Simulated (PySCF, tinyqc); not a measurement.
Worked calculation: MP2 on RHF in the sto-3g basis, for LiH, spin multiplicity 1. The lowest restricted solution is unstable here: a spin-polarised one lies 0.0001 hartree lower (PySCF). One step of it, computed by the program tinyqc.

Task: Second-order Moller-Plesset energy. E2 = sum_ijab (ia|jb) [2 (ia|jb) - (ib|ja)] / (e_i + e_j - e_a - e_b) over occupied i, j and virtual a, b; the opposite-spin part is (ia|jb)^2 / denominator, the rest is same-spin, and SCS-MP2 scales them by 6/5 and 1/3.

orbital energies (hartree): MO1 -2.362926, MO2 -0.245681, MO3 0.072512, MO4 0.161631, MO5 0.161631, MO6 0.418848

Two-electron integrals over orbitals (pq|rs), unique and non-zero (hartree):
```
(11|11) 1.659197    (21|11) -0.099407   (21|21) 0.010366    (22|11) 0.321683
(22|21) 0.003175    (22|22) 0.456940    (31|11) -0.141355   (31|21) 0.010595
(31|22) -0.011842   (31|31) 0.022008    (32|11) 0.025029    (32|21) -0.002624
(32|22) -0.057462   (32|31) -0.000138   (32|32) 0.019596    (33|11) 0.392214
(33|21) -0.009111   (33|22) 0.214122    (33|31) 0.001068    (33|32) 0.013403
(33|33) 0.330581    (41|41) 0.009809    (42|41) 0.007272    (42|42) 0.021455
(43|41) 0.010359    (43|42) 0.020067    (43|43) 0.041356    (44|11) 0.396339
(44|21) -0.003673   (44|22) 0.248985    (44|31) -0.005058   (44|32) 0.012036
(44|33) 0.280190    (44|44) 0.312946    (51|51) 0.009809    (52|51) 0.007272
(52|52) 0.021455    (53|51) 0.010359    (53|52) 0.020067    (53|53) 0.041356
(54|54) 0.016869    (55|11) 0.396339    (55|21) -0.003673   (55|22) 0.248985
(55|31) -0.005058   (55|32) 0.012036    (55|33) 0.280190    (55|44) 0.279207
(55|55) 0.312946    (61|11) 0.068644    (61|21) -0.009317   (61|22) -0.007535
(61|31) -0.004400   (61|32) 0.002649    (61|33) 0.011756    (61|44) 0.001510
(61|55) 0.001510    (61|61) 0.010809    (62|11) -0.075679   (62|21) 0.001849
(62|22) 0.110101    (62|31) 0.003787    (62|32) -0.042331   (62|33) -0.018553
(62|44) -0.034301   (62|55) -0.034301   (62|61) 0.000694    (62|62) 0.129655
(63|11) 0.021988    (63|21) -0.002353   (63|22) -0.056307   (63|31) 0.004029
(63|32) 0.015743    (63|33) 0.036468    (63|44) 0.006930    (63|55) 0.006930
(63|61) 0.004412    (63|62) -0.037832   (63|63) 0.029900    (64|41) -0.005957
(64|42) -0.018724   (64|43) -0.012325   (64|64) 0.019440    (65|51) -0.005957
(65|52) -0.018724   (65|53) -0.012325   (65|65) 0.019440    (66|11) 0.354530
(66|21) 0.001028    (66|22) 0.429034    (66|31) -0.010898   (66|32) -0.048374
(66|33) 0.238820    (66|44) 0.260175    (66|55) 0.260175    (66|61) -0.004977
(66|62) 0.104204    (66|63) -0.046154   (66|66) 0.426060
```

Hartree-Fock energy = -7.82532283 hartree

Give: Terms; Pair energies; MP2 correlation energy; SCS-MP2 correlation energy; MP2 total energy.

Result:

Terms:
```
i  j  a  b    (ia|jb)    (ib|ja)  denominator       term
2  2  6  6     0.1297     0.1297      -1.3291    -0.0126
2  2  3  6    -0.0423    -0.0423      -0.9827    -0.0018
2  2  6  3    -0.0423    -0.0423      -0.9827    -0.0018
2  2  3  3     0.0196     0.0196      -0.6364    -0.0006
2  2  5  5     0.0215     0.0215      -0.8146    -0.0006
2  2  4  4     0.0215     0.0215      -0.8146    -0.0006
1  1  3  3     0.0220     0.0220      -4.8709  -9.94e-05
1  1  6  6     0.0108     0.0108      -5.5635  -2.10e-05
1  1  5  5     0.0098     0.0098      -5.0491  -1.91e-05
1  1  4  4     0.0098     0.0098      -5.0491  -1.91e-05
1  2  5  5     0.0073     0.0073      -2.9319  -1.80e-05
2  1  5  5     0.0073     0.0073      -2.9319  -1.80e-05
1  2  4  4     0.0073     0.0073      -2.9319  -1.80e-05
2  1  4  4     0.0073     0.0073      -2.9319  -1.80e-05
2  1  6  3     0.0038     0.0026      -3.1000  -6.01e-06
1  2  3  6     0.0038     0.0026      -3.1000  -6.01e-06
1  1  6  3    -0.0044    -0.0044      -5.2172  -3.71e-06
1  1  3  6    -0.0044    -0.0044      -5.2172  -3.71e-06
1  2  6  3     0.0026     0.0038      -3.1000  -1.29e-06
2  1  3  6     0.0026     0.0038      -3.1000  -1.29e-06
1  2  6  6     0.0007     0.0007      -3.4463  -1.40e-07
2  1  6  6     0.0007     0.0007      -3.4463  -1.40e-07
2  1  3  3  -1.38e-04  -1.38e-04      -2.7536  -6.90e-09
1  2  3  3  -1.38e-04  -1.38e-04      -2.7536  -6.90e-09
```

Pair energies (hartree; pair i-j sums ij and ji):
```
pair  opposite spin  same spin
1-1       -1.66e-04          0
2-1       -8.62e-05  -8.34e-07
2-2         -0.0180     0.0000
```

MP2 correlation energy = -0.018282 hartree

SCS-MP2 correlation energy = -0.021937 hartree

MP2 total energy = -7.843605 hartree
